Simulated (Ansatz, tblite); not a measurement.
# AlH2Br: charged states by level of theory

One table from this session's results is given with a row withheld; the runs are named, their logs left out.

The runs use Ansatz 0.2.0, Gaussian basis; as each input shows.

Levels to be run: charge +1 doublet, at the geometry of the singlet (PBE0-D4/def2-TZVP, PBE-D4/def2-TZVP, r2SCAN-D4/def2-TZVP, CCSD(T)/def2-TZVPP); the starting singlet's energies come from earlier runs.

### The structure

The geometry is that of the singlet, from an earlier relaxation (B3LYP-D4/def2-TZVP).

4 atoms, charge 0, spin multiplicity 1.

Atoms are counted from 1 here; the program's logs count them from 0.

Bond lengths: Al1–H2 1.569 Å, Al1–H3 1.569 Å, Al1–Br4 2.267 Å. Angles: H2–Al1–H3 124.8°, H2–Al1–Br4 117.6°, H3–Al1–Br4 117.6°.

The first run:

Contents of in.yaml:

```yaml
crystal:
  periodic: [false, false, false]
  atoms:
    - {symbol: Al, position_ang: [0.104381, 0.174329, -0.000839]}
    - {symbol: H, position_ang: [1.671188, 0.084044, 0.013675]}
    - {symbol: H, position_ang: [-0.715122, 1.512701, -0.021325]}
    - {symbol: Br, position_ang: [-1.060447, -1.771074, 0.008480]}
basis:
  gaussian: {orbitals: def2-TZVP}
total_charge: 1
magnetization: {spin_polarized: true, initial_magnetization: 1}
hamiltonian: {xc: pbe0, dispersion: d4}
output: {orbitals: {seedname: orbitals}}
```

Run with:

```console
ansatz run in.yaml --threads 4 --pin off --events-out ev --progress --plain --max-ram 3916MiB
```

Among the steps run: Charge +1 doublet at the fixed geometry, PBE0-D4/def2-TZVP; Charge +1 doublet at the fixed geometry, PBE-D4/def2-TZVP; Charge +1 doublet at the fixed geometry, r2SCAN-D4/def2-TZVP; Charge +1 doublet at the fixed geometry, CCSD(T)/def2-TZVPP.

One of the session's tables, all rows but one given; the rest of the session is left out.

It belongs to the step «Vertical ionisation energy». 

| method | vertical ionisation energy (eV) |
| --- | --- |
| HF/def2-TZVPP | 10.00 |
| PBE-D4/def2-TZVP | 10.18 |
| r2SCAN-D4/def2-TZVP | 10.38 |
| PBE0-D4/def2-TZVP | 10.52 |
| MP2/def2-TZVPP | 11.01 |
| CCSD/def2-TZVPP | ? |
| CCSD(T)/def2-TZVPP | 10.80 |

**Question.** Estimate the row for CCSD/def2-TZVPP.

**Answer.** vertical ionisation energy (eV): 10.78. In the column «vertical ionisation energy (eV)» it lies between PBE0-D4/def2-TZVP (10.52) and CCSD(T)/def2-TZVPP (10.80).
